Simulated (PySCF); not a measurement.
## Ionisation of nitrogen trifluoride

System: nitrogen trifluoride, `FN(F)F` (F3N). Coordinates in Å; atoms count from 1 in this order:
```
F     1.1595   -0.3833   -0.1626
N     0.0069    0.0029    0.4297
F    -0.2389    1.1951   -0.1590
F    -0.9070   -0.8053   -0.1539
```

Computed at ωB97X-D3(BJ)/ma-def2-TZVP // PBE0-D3(BJ)/def2-SVP with PySCF (density fitting, grid level 2). The prefix ma- adds one diffuse s and one diffuse p function on all atoms but H. ωB97X-D3(BJ) is ωB97X-V with D3(BJ) in place of VV10. Zero-point and thermal terms (298.15 K, 1 bar) come from unscaled PBE0-D3(BJ)/def2-SVP harmonic frequencies, with soft modes damped to free rotors in the entropy.

Frontier levels of the parent: HOMO -12.82 eV, LUMO 1.85 eV.

Oxidation to the radical cation:
- Vertical ionisation energy (electronic): 13.43 eV
- Adiabatic ionisation energy (with zero-point energy): 12.46 eV
- Adiabatic, electronic part: 12.42 eV
- Vertical gap at the product's structure: 10.65 eV
- Inner reorganisation energy (four-point): 2780 meV
- Relaxation of product / of parent: 1016 / 1765 meV
- ⟨S²⟩ of the product: 0.753
- Largest spin populations: N2 0.61, F3 0.13, F1 0.13, F4 0.13
- Largest changes of atomic charge: N2 0.36, F1 0.21, F4 0.21, F3 0.21
- Distances that move most (Å): F1–N2 1.352 → 1.268; N2–F4 1.352 → 1.268; N2–F3 1.352 → 1.268
- Potential in acetonitrile: 9.39 V absolute, 4.85 V against Fc+/Fc computed at 4.54 V (solvation -2 → -296 kJ/mol)

Solvents are IEF-PCM continua (electrostatics only, gas-phase structures); absolute potentials refer to an electron at rest in vacuum. Fc+/Fc in acetonitrile, 4.54 V, is ωB97X-D3(BJ)/ma-def2-TZVP on PBE0-D3(BJ)/def2-SVP structures with GFN2-xTB thermal terms. Benchmark calculations put it near 5.0 V in acetonitrile and DMSO, so it is about 0.5 V low, and the value against it can read up to that much too high.

Adiabatic ionisation energy: the gap is larger than usual, and may come from another state, site, conformer or species, from an onset or band maximum that doesn't mark the energy named, from the functional or basis, or from an outlying measurement.

Measured values (NIST Chemistry WebBook, evaluated or the median of agreeing entries): vertical ionisation energy 13.74 eV (computed 13.43, difference -0.31); adiabatic ionisation energy 12.94 eV (computed 12.46, difference -0.48).
